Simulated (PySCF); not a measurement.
**Spin-rotation constants: `O=[SH](=O)Cl`, ClHO2S**

Cartesian coordinates in Å; atom numbers follow the order of the lines, from 1:
```xyz
5

O    -0.5699    1.2652   -0.6018
S    -0.1689    0.0072   -0.0791
O    -0.6445   -1.2062   -0.6432
Cl    1.8685   -0.0574    0.0218
H    -0.4766   -0.0059    1.2852
```

Computed, not measured: PySCF, GIAO CAM-B3LYP/3-21G magnetisability, rotational g tensor and spin-rotation constants, non-relativistic, gas phase. Geometry: GFN2-xTB.

Give the nuclear spin-rotation constants along the inertial axes (H = +C I·J) beside the isotropic shieldings.

Rotational constants 9.1992, 3.9105, 2.9363 GHz. A star marks the isotopologue with that one atom substituted, in its own axes.
| atom | isotope | Caa (kHz) | Cbb (kHz) | Ccc (kHz) | mean (kHz) | σ (ppm) |
| --- | --- | --- | --- | --- | --- | --- |
| Cl4 | 35Cl | 0.693 | 2.516 | 2.134 | 1.781 | 330.1 |
| H5 | 1H | -0.688 | -0.278 | 0.180 | -0.262 | 20.6 |
| O1 | 17O* | -1.790 | -1.435 | -1.020 | -1.415 | 20.5 |
| S2 | 33S* | 3.408 | 0.745 | 1.379 | 1.844 | 304.6 |

For the geometry as given, no vibrational averaging.
